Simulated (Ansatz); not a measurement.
# AlH5NSi: the cost of one run

Method: UKS B3LYP-D4/6-31G*, in Ansatz 0.2.0.

**1. Starting point**

Bond lengths: N1–Al2 1.792 Å, Al2–Si3 2.480 Å, N1–H4 1.017 Å, N1–H5 1.017 Å, Si3–H6 1.476 Å, Si3–H7 1.490 Å, Si3–H8 1.476 Å. Angles: N1–Al2–Si3 130.7°, Al2–N1–H4 127.1°, Al2–N1–H5 126.7°, H4–N1–H5 106.2°, Al2–Si3–H6 120.3°, Al2–Si3–H7 99.5°, Al2–Si3–H8 122.5°, H6–Si3–H7 103.9°, H6–Si3–H8 103.6°, H7–Si3–H8 104.0°.

Coordinates:

```xyz
8

N    -1.1630    1.3509   -1.3556
Al    0.2492    0.3028   -1.0111
Si    0.8378   -1.0016    1.0139
H    -2.0592    1.0648   -1.7420
H    -1.2284    2.3535   -1.1999
H     1.1916   -0.3104    2.2696
H     2.1247   -1.5969    0.5575
H     0.0474   -2.1631    1.4676
```

**2. Preparing the start**

Contents of input.yaml:

```yaml
crystal:
  periodic: [false, false, false]
  atoms:
    - { symbol: "N", position_ang: [-1.16304, 1.35087, -1.35557] }
    - { symbol: Al, position_ang: [0.24917, 0.30281, -1.01108] }
    - { symbol: Si, position_ang: [0.83785, -1.00158, 1.0139] }
    - { symbol: H, position_ang: [-2.05919, 1.06476, -1.74204] }
    - { symbol: H, position_ang: [-1.22843, 2.35352, -1.1999] }
    - { symbol: H, position_ang: [1.19158, -0.31037, 2.2696] }
    - { symbol: H, position_ang: [2.12467, -1.59692, 0.5575] }
    - { symbol: H, position_ang: [0.04738, -2.16308, 1.46759] }
magnetization:
  spin_polarized: true
  initial_magnetization: 1
basis:
  gaussian: { orbitals: "6-31G*" }
hamiltonian:
  xc: b3lyp
  dispersion: d4
relax:
  f_tol: 0.02
  max_steps: 40
output:
  orbitals: {}
```

On the command line:

```sh
$ ansatz run input.yaml --threads 1 --pin off --max-ram 2048MiB --backend cpu --events-out ev --progress --plain --runs-dir out
```

Q: Estimate wall time and peak memory on 1 thread of Intel Xeon at 2.70GHz, shared host.

About 2.1 min, with a peak of 0.17 GiB.
